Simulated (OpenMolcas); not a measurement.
Worked example: vertical ionisation energy of Si2NH6 (SMILES [SiH2]N[SiH3])

Si2NH6 has 9 atoms, charge 0, and is taken as a doublet. As SMILES, `[SiH2]N[SiH3]`. Geometry: relaxed at PBE0-D4/def2-TZVP. This is one conformer, not always the lowest.

Both states at this one shape; open shells run unrestricted unless said. 1 Eh = 27.2114 eV.

| level | program | doublet Si2NH6 (Eh) | singlet [Si2NH6]+ (Eh) |
| --- | --- | --- | --- |
| UM06-L/cc-pVDZ | OpenMolcas | -637.308565 | -637.038487 |
| UB3LYP/6-31G* (spherical functions) | OpenMolcas | -637.324586 | -637.049773 |

Work out the vertical ionisation energy at each level.


1. UM06-L/cc-pVDZ: -637.038487 − (-637.308565) = 0.270078 Eh = 7.35 eV.
2. UB3LYP/6-31G* (spherical functions): -637.049773 − (-637.324586) = 0.274813 Eh = 7.48 eV.

No measured value is set beside it here; the levels span 7.35 to 7.48 eV.
